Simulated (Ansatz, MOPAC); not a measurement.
Gas-phase reaction in SMILES: ClC(Cl)=C(Cl)Cl + 6 [H][H] (H2) -> 2 C (CH4) + 4 Cl (HCl)

Wanted: energy of full hydrogenation (enthalpy at 298 K), in kcal/mol. Conventions: non-relativistic; no dispersion term unless named; 6-31G* and kin with 6d, 5d where marked; spin-orbit terms left out. First-principles rows: single points at B3LYP-D3(BJ) geometries (Ansatz, a quantum-chemistry and plane-wave program), with unscaled harmonic terms from B3LYP/6-31G* at its own minima. Semi-empirical rows: MOPAC heats of formation at their own minima for 298 K. The Hartree-Fock reference of ClC(Cl)=C(Cl)Cl is unstable towards a lower, spin-broken solution.

| species | coefficient | E at HF/6-31G* (Ansatz), Eh | E at PBE/def2-TZVPD (Ansatz), Eh | H(298 K) - E, kcal/mol | heat of formation at AM1 (MOPAC), kcal/mol |
|---|---|---|---|---|---|
| ClC(Cl)=C(Cl)Cl | -1 | -1913.60325 | -1916.22862 | 14.29 | -12.48 |
| [H][H] (H2) | -6 | -1.12669 | -1.16589 | 8.44 | -5.18 |
| C (CH4) | +2 | -40.19509 | -40.46301 | 30.76 | -8.79 |
| Cl (HCl) | +4 | -460.05981 | -460.62833 | 6.28 | -24.61 |

Measured values: Active Thermochemical Tables 1.112 (ions: stationary electron), as tabulated in the package chemicals; G2/97 table in ASE (Curtiss et al.); they hold spin-orbit and core effects, anharmonicity.  Value to compare with, the measured value: -120.7 kcal/mol. 1 Eh = 627.5095 kcal/mol.

Q: Work the quantity out at each level, and compare with the measured value.

A: 
- HF/6-31G*: the sum of coefficient times E is -0.26603 Eh, or -166.94 kcal/mol; the thermal terms add 21.71. Result: -145.2 kcal/mol. Its error against the measured value is -24.5 kcal/mol.
- PBE/def2-TZVPD: the sum of coefficient times E is -0.21538 Eh, or -135.15 kcal/mol; the thermal terms add 21.71. Result: -113.4 kcal/mol. Its error against the measured value is 7.3 kcal/mol.
- AM1: the sum of coefficient times heat of formation is -72.46 kcal/mol; it needs no thermal term. Its error against the measured value is 48.2 kcal/mol.
